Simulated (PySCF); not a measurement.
**F₂: from constants to spectrum**

PBE0 constants of F₂, ¹Σg⁺ (singlet), closed shell (basis F def2-TZVP; no relativity; PySCF 2.14; masses 18.9984 and 18.9984 u):

```
ωe              : 1100.2 cm⁻¹
ωexe            : 6.83 cm⁻¹
Be              : 0.93777 cm⁻¹
αe              : 0.00858 cm⁻¹
D (centrifugal) : 2.73e-06 cm⁻¹
De to F + F     : 1.53 eV
```

Question: Give the vibrational terms G(v) and spacings up to v = 6.

Answer: G(v) = ωe(v+½) − ωexe(v+½)².

```tsv
v	G(v) (cm⁻¹)	G(v) − G(v−1)	Bv (cm⁻¹)
0	548		0.9335
1	1635	1087	0.9249
2	2708	1073	0.9163
3	3767	1059	0.9077
4	4813	1046	0.8992
5	5844	1032	0.8906
6	6863	1018	0.8820
```
